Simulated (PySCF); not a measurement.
Stepwise substitution at one centre (Si H-Cl). All species are isolated molecules in the gas phase. Strings in code marks are SMILES.

Computed with r2SCAN-D4/def2-TZVP (PySCF). Excitations are Tamm–Dancoff values on a coarser integration grid. The basis has no diffuse functions, so Rydberg states are missing or too high.

| species | HOMO (eV) | LUMO (eV) | S1 oscillator strength | S1–T1 gap (TDA) (eV) |
|---|---|---|---|---|
| 1 of 4 H replaced by Cl (`[SiH3]Cl`) | -8.01 | -0.53 | 0.007 | 0.48 |
| 2 of 4 H replaced by Cl (`Cl[SiH2]Cl`) | -8.09 | -0.52 | 0.007 | 0.42 |
| 3 of 4 H replaced by Cl (`Cl[SiH](Cl)Cl`) | -8.35 | -0.73 | 0.000 | 0.46 |
| 4 of 4 H replaced by Cl (`Cl[Si](Cl)(Cl)Cl`) | -8.50 | -1.26 | 0.000 | – |
